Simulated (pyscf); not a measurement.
Optimised with ωB97X-D3(BJ)/def2-SVP in PySCF.

**Question.** For the elementary gas-phase step H₃Si–Si(SiH₃)(SiH₃)–Cl (SMILES [SiH3][Si]([SiH3])([SiH3])Cl) + H• (SMILES [H]) → •H₂Si–Si(SiH₃)(SiH₃)–Cl (SMILES [SiH2][Si]([SiH3])([SiH3])Cl) + H₂ (SMILES [H][H]) (doublet surface; H–Si broken, H–H formed), what barrier and reaction energy does ωB97M-D3(BJ)/def2-TZVP give, measured from the separated reactants?

**Answer.** ΔE‡ = 17.1 kJ/mol, ΔE = -63.1 kJ/mol. Zero-point energy shifts the barrier by -2.7 kJ/mol. It is a hydrogen abstraction, with an imaginary mode of 909i cm⁻¹. •H₂Si–Si(SiH₃)(SiH₃)–Cl lies 26.2 kJ/mol over its isomer H₃Si–Si•(SiH₃)–SiH₂–Cl (electronic energy, ωB97M-D3(BJ)/def2-TZVP). This is the saddle that the search found; another between the same sides may lie lower. The angle at the transferred H is 178°.
